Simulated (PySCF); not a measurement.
C3H8, SMILES CCC (connectivity only; charge and spin as stated), charge +1, multiplicity 2.

The structure is a stationary point at B3LYP-D3(BJ)/def2-SVP. The multiplicity is an assumed one; other spin states were not compared.

Computed with PBE/def2-TZVPD in PySCF.

Isolated molecule, no solvent.

| Quantity | Value |
|---|---|
| total energy | -118.61619 hartree |
| point group | C2 |
| α spin, highest occupied and lowest empty level | -13.85 and -5.48 eV |
| β spin, highest occupied and lowest empty level | -14.99 and -12.89 eV |
| dipole moment about the centre of nuclear charge | 1.13 D |
| mean static polarisability | 43.9 bohr³ (6.51 Å³) |
| polarisability, principal values | 32.3, 40.2, 59.3 bohr³ |
| ⟨S²⟩ | 0.752 (pure state 0.75) |
